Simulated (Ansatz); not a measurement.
A nudged elastic band was laid between two geometries of CH5B + ClH (9 atoms, charge 0, multiplicity 1).

Computed with RKS B3LYP-D4/6-31G* in Ansatz.

```yaml
movable_images: 5
climbing_image: yes
spring: 5.0 eV/Å²
optimiser: quadratic models (default)
start_path: through a guess of the saddle point
force_threshold: 0.05 eV/Å
iteration_limit: 60
end_points: relaxed
```

Initial state:

```xyz
9
Properties=species:S:1:pos:R:3
B 0.022 0.147 0.278
C 0.058 0.374 1.829
H -0.875 0.137 2.353
H 0.903 -0.101 2.342
H 0.206 1.462 1.955
H 1.038 0.018 -0.342
H -1.001 0.261 -0.333
Cl -0.315 -2.742 0.399
H -0.471 -2.743 1.680
```

Final state:

```xyz
9
Properties=species:S:1:pos:R:3
B -0.075 -0.624 -0.735
C -0.013 -0.012 2.622
H -0.889 0.285 3.204
H 0.877 0.007 3.256
H 0.122 0.688 1.791
H 1.030 -0.185 -0.755
H -1.056 0.047 -0.745
Cl -0.268 -2.367 -0.716
H -0.161 -1.025 2.237
```

Task: What changes between the two ends?

Result: Bonds broken: B1–C2, Cl8–H9. Bonds formed: B1–Cl8, C2–H9. CH5B + ClH becomes BClH2 + CH4.

Task: What energy profile does the band end with?

Result: The forces met the threshold. The highest image is number 2 of 0 to 6, 0.73 eV above the first end and 1.91 eV above the last; the last end lies 1.19 eV below the first. A vibrational analysis at the climbing image gives one clearly imaginary mode, 984i cm⁻¹: a first-order saddle point. The orbitals stay closed-shell, which can raise the energy where a bond breaks towards radicals; this wasn't checked here.

| image | path coordinate (Å) | energy (eV) | B1–C2 (Å) | Cl8–H9 (Å) | B1–Cl8 (Å) |
| --- | --- | --- | --- | --- | --- |
| 0 | 0.00 | 0.00 | 1.57 | 1.29 | 2.91 |
| 1 | 0.93 | 0.09 | 1.57 | 1.29 | 2.87 |
| 2 | 1.87 | 0.73 | 1.70 | 1.53 | 2.21 |
| 3 | 2.54 | -0.36 | 2.12 | 2.05 | 1.88 |
| 4 | 3.21 | -0.98 | 2.64 | 2.48 | 1.77 |
| 5 | 3.88 | -1.16 | 3.07 | 2.92 | 1.76 |
| 6 | 4.55 | -1.19 | 3.41 | 3.25 | 1.75 |

Task: What is the geometry of the highest image?

Result: 
```xyz
9
Properties=species:S:1:pos:R:3
B -0.021 -0.260 0.266
C -0.010 0.053 1.934
H -0.947 -0.037 2.491
H 0.830 -0.296 2.542
H 0.156 1.126 1.756
H 1.057 -0.164 -0.220
H -1.024 0.109 -0.248
Cl -0.309 -2.448 0.337
H -0.167 -1.271 1.302
```

Task: What are the harmonic wavenumbers there?

Result: 984i, 218, 359, 415, 524, 715, 772, 843, 962, 1085, 1092, 1205, 1327, 1489, 1507, 1635, 2667, 2783, 3036, 3112, 3155 cm⁻¹.

Run time: 2.8 min on 1 thread of Arm Neoverse V1, on a shared host, peak memory 0.12 GiB.
